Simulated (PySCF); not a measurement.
**SH⁻, PBE0: how much the basis matters**

PySCF, UKS reference; singlet, unpaired electrons none; De to H + S⁻ without counterpoise correction.

```tsv
basis	relativity	functions	Re (Å)	ωe (cm⁻¹)	De (eV)	μ (D)
aug-pcseg-1	no relativity	36	1.356	2674	3.87	-0.36
aug-cc-pVDZ/aug-cc-pV(D+d)Z	no relativity	41	1.354	2671	3.91	-0.42
def2-TZVPPD	no relativity	68	1.345	2677	3.94	-0.37
```

**Question.** How does each smaller set differ from the one with most functions, def2-TZVPPD?

**Answer.** aug-pcseg-1: +1.1 pm, -0.1 % in ωe, -0.07 eV in De; aug-cc-pVDZ/aug-cc-pV(D+d)Z: +0.9 pm, -0.2 % in ωe, -0.03 eV in De. All at PBE0; the set with most functions is neither the basis-set limit nor always the best.

A positive dipole points towards S; it is taken about the centre of mass and depends on that origin. For an ion De counts to the pair picked by the measured ionisation energies or electron affinities, which need not be the lowest pair at this level.
